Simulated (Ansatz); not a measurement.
2H WS₂, treated with r²SCAN+SOC (Ansatz, a program for electronic structure, plane waves, PAW).

Run with plane-wave cutoff 560 eV, 12×12×4 k mesh (along the axes of the cell as run), Fermi–Dirac smearing 0.01 eV, PAW data made under PBE.

Cell (relaxed at this level):

WS2 is modelled in the hexagonal space group P6₃/mmc (No. 194), Pearson symbol hP6. Conventional cell: a = b = 3.181 Å, c = 13.071 Å, α = β = 90.00°, γ = 120.00°. W on 2c sees 6 S at 2.409 Å (trigonal prismatic). S on 4f is coordinated by 3 W at 2.409 Å (trigonal pyramidal). (Neighbours: up to the widest gap in distance over summed covalent radii, below 1.35, at either atom; cation-cation and far metal-metal contacts left out.)

Question: Predict the bulk modulus B0, band gap, smallest direct gap on the k points sampled and direct gap at Γ.

Answer: 
bulk modulus B0: 17.9 GPa
band gap: 1.31 eV (indirect)
smallest direct gap on the k points sampled: 1.66 eV
direct gap at Γ: 2.45 eV

Measured, for comparison: bulk modulus 61 ± 1 GPa (room temperature, not corrected to a static lattice; as tabulated in High pressure x-ray diffraction study of tungsten disulfide, J. Phys. Chem. …). Computed (rounded) less measured: bulk modulus -71 %.

Note: for a layered or molecular solid the relaxed cell lies over 5 % above the published volume, where the minimum can be shallow; the cell comes from a level without a dispersion term, which matters for the spacing of layers, chains or molecules; the bulk modulus comes from volumes at which shape and atoms were relaxed.

The computed numbers hold no vibrational or temperature effects.
